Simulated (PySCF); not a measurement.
**Orbital picture of MgAl**

PBE0 at R = 2.904 Å; Mg aug-cc-pVDZ, Al aug-cc-pV(D+d)Z; no relativity (PySCF 2.14). State: ⁴Π (quartet), unpaired electrons σ ↑↑, π ↑, a second solution, started from another occupation. Only the outer orbitals are listed, counted within each symmetry.

| spin | orbital | occ. | ε (eV) | on Mg (%) | main shells (%) |
| --- | --- | --- | --- | --- | --- |
| α | 2π | 1 | -52.31 | 100 | 100 Mg p |
| α | 2π | 1 | -52.28 | 100 | 100 Mg p |
| α | 6σ | 1 | -52.23 | 100 | 100 Mg p |
| α | 7σ | 1 | -9.64 | 13 | 85 Al s, 11 Mg s |
| α | 8σ | 1 | -6.67 | 68 | 68 Mg s, 17 Al p, 14 Al s |
| α | 9σ | 1 | -4.14 | 52 | 49 Al p, 37 Mg p, 15 Mg s |
| α | 3π | 1 | -4.08 | 24 | 74 Al p, 22 Mg p |
| α | 3π | 0 | -2.51 | 35 | 64 Al p, 34 Mg p |
| α | 4π | 0 | -1.21 | 77 | 74 Mg p, 20 Al p |
| α | 4π | 0 | -0.97 | 68 | 63 Mg p, 29 Al p |
| β | 2π | 1 | -52.18 | 100 | 100 Mg p |
| β | 2π | 1 | -52.12 | 100 | 100 Mg p |
| β | 6σ | 1 | -52.02 | 100 | 100 Mg p |
| β | 7σ | 1 | -8.06 | 12 | 85 Al s, 9 Mg s |
| β | 8σ | 0 | -3.52 | 71 | 72 Mg s, 14 Al p, 14 Al s |
| β | 3π | 0 | -1.88 | 22 | 76 Al p, 20 Mg p |
| β | 3π | 0 | -1.35 | 32 | 67 Al p, 30 Mg p |

**Question.** Which are the highest filled and the lowest empty level, where do they sit, and how wide is the gap?

**Answer.** Highest filled α 3π at -4.08 eV (in %: 74 Al p, 22 Mg p); lowest empty β 8σ at -3.52 eV (in %: 72 Mg s, 14 Al p, 14 Al s); the gap at PBE0 is 0.56 eV.

```
bond order (Mayer)                               : 0.93
⟨S²⟩                                             : 3.755
charge on Mg (Mulliken, basis-dependent)         : 0.29
charge on Mg (Löwdin, basis-dependent)           : 0.09
dipole moment (positive dipole means Mg(−)Al(+)) : -1.24 D
```
